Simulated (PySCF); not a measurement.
Which level of theory gave which numbers?

HPO.
Z-matrix (Å and degrees, PBE0-D3(BJ)/def2-SVP geometry), rows numbered from 1:
```
O 
P   1  1.4954
H   2  1.4777  1  104.86
```

The closed-shell ground state was solved 7 times with PySCF (density fitting, gas phase), always in the def2-SVPD basis (55 functions), with these functionals: B3LYP, BHandHLYP, HF, LC-wPBE, PBE, PBE0 and wB97X-D.

```json
{"row": "P", "total energy (Eh)": "-416.7710", "HOMO (eV)": "-7.63", "LUMO (eV)": "-3.39", "dipole (D)": "2.40"}
{"row": "Q", "total energy (Eh)": "-416.8271", "HOMO (eV)": "-10.30", "LUMO (eV)": "-0.96", "dipole (D)": "2.53"}
{"row": "R", "total energy (Eh)": "-417.0050", "HOMO (eV)": "-7.43", "LUMO (eV)": "-3.61", "dipole (D)": "2.41"}
{"row": "S", "total energy (Eh)": "-416.7528", "HOMO (eV)": "-6.26", "LUMO (eV)": "-4.36", "dipole (D)": "2.18"}
{"row": "T", "total energy (Eh)": "-416.9397", "HOMO (eV)": "-8.92", "LUMO (eV)": "-2.31", "dipole (D)": "2.66"}
{"row": "U", "total energy (Eh)": "-416.9523", "HOMO (eV)": "-9.54", "LUMO (eV)": "-1.55", "dipole (D)": "2.45"}
{"row": "V", "total energy (Eh)": "-415.9833", "HOMO (eV)": "-10.89", "LUMO (eV)": "0.30", "dipole (D)": "2.93"}
```

Task: Which functional belongs to which row?

Result: P = PBE0, Q = LC-wPBE, R = B3LYP, S = PBE, T = BHandHLYP, U = wB97X-D, V = HF. By rising HOMO–LUMO gap: PBE (GGA) 1.90 eV; B3LYP (global hybrid, 20 % exact exchange) 3.82 eV; PBE0 (global hybrid, 25 % exact exchange) 4.24 eV; BHandHLYP (global hybrid, 50 % exact exchange) 6.61 eV; wB97X-D (range-separated hybrid) 7.99 eV; LC-wPBE (range-separated hybrid) 9.34 eV; HF (all exact exchange) 11.19 eV. Total energies of different functionals aren't bounds to one another; each is stationary for its own functional.

The pairwise dispersion term of wB97X-D wasn't added to the energies; at a given geometry it leaves orbitals and properties as they are.
